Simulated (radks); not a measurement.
# F³⁺ in [He] 2s2 2p2: an all-electron calculation

Aim: the levels, the sizes of the orbitals and the parts of the energy of the fluorine ion F3+.

Program: radks (a radial shooting solver on a logarithmic mesh, Libxc functionals) version 1. Level of theory: Dirac Kohn-Sham, PBE, spin-unpolarised, spherical densities, point nucleus; open shells fill j = l - 1/2 first. These are calculated values, not measurements, unless marked.

## (1) The atom as given

- element: fluorine (Z = 9)
- charge: +3
- electrons: 6
- configuration: [He] 2s2 2p2

## (2) Self-consistent calculation

The run's settings:

```text
Z 9
configuration [He] 2s2 2p2
relativity Dirac
functional pbe,pbe
spin unpolarised
j_filling energy
nucleus point
c 137.035999084
```

Launch:

```bash
$ python run_ks.py task.json out
```

The same process makes all the runs of this session.

**Question.** What will this run give?

**Answer**, as computed:

| quantity | value |
| --- | --- |
| total energy | -95.39777 hartree |
| exchange-correlation share of it | 8.78 % |
| −T/E | 1.0004 |
| highest occupied level | 2p1/2, -72.806 eV |
| most extended occupied level | 2s1/2, <r> = 0.877 bohr |
| radius at density 0.001 e/bohr³ | 2.26 bohr |
| maxima of the radial density | 2 |
| ionisation energy, NIST | 87.18 (semi-emp.) eV |

**Reading.** 2 principal shells are occupied and 2 maxima appear in the radial density. The top level binds by 72.806 eV, 84 % of the NIST ionisation energy of 87.18 eV; the potential of a semilocal functional falls off too fast, so its top eigenvalue is too shallow. Spin polarisation and multiplet splitting are left out.
